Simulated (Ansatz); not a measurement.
A nudged elastic band was laid between two geometries of B$_{2}$H$_{2}$O (5 atoms, charge 0, multiplicity 1).

The calculation used Ansatz, UKS PBE-D4/def2-SVP.

* movable images: 5
* climbing image: yes
* spring: 5.0 eV/Å²
* optimiser: quadratic models (default)
* start path: through a guess of the saddle point
* force threshold: 0.05 eV/Å
* iteration limit: 60
* end points: relaxed

Initial state:

```xyz
5
Properties=species:S:1:pos:R:3
B -0.722 -0.141 -0.356
B 0.636 0.484 0.170
O 0.204 -0.817 0.444
H -1.770 -0.550 -0.790
H 1.651 1.024 0.533
```

Final state:

```xyz
5
Properties=species:S:1:pos:R:3
B -0.302 1.746 -0.870
B 0.109 0.297 -0.056
O -0.684 -0.812 -0.066
H -0.305 -1.550 0.446
H 1.182 0.319 0.547
```

What changes between the two ends?

Bonds broken: B1–O3, B1–H4. Bonds formed: O3–H4.

What energy profile does the band end with?

It converged. The highest image is number 5 of 0 to 6, 4.00 eV above the first end and 0.55 eV above the last; the last end lies 3.45 eV above the first. The profile has 2 maxima (images 2, 5) with wells between them (image 4): this band takes more than one step, which may be the mechanism or a detour left from its start path. Neighbouring images differ by up to 2.1 eV, so the band resolves the path poorly. A vibrational analysis at the climbing image gives one clearly imaginary mode, 829i cm⁻¹: a first-order saddle point.

```csv
image,path coordinate (Å),energy (eV),B1–O3 (Å),B1–H4 (Å),O3–H4 (Å)
0,0.00,0.00,1.40,1.21,2.34
1,0.67,1.48,1.59,1.19,1.76
2,1.35,3.61,1.99,1.52,1.20
3,2.02,3.55,2.48,2.35,0.98
4,2.69,3.49,2.86,3.07,0.97
5,3.37,4.00,2.80,3.38,0.97
6,4.19,3.45,2.71,3.55,0.98
```

What is the geometry of the highest image?


```xyz
5
Properties=species:S:1:pos:R:3
B -0.280 1.584 -0.972
B 0.121 0.299 0.048
O -0.569 -0.800 0.477
H -0.543 -1.641 -0.001
H 1.271 0.559 0.447
```

The run took 2.6 min on 1 thread of Intel(R) Xeon(R) Platinum 8488C (Sapphire Rapids) (shared host), peak memory 0.13 GiB.
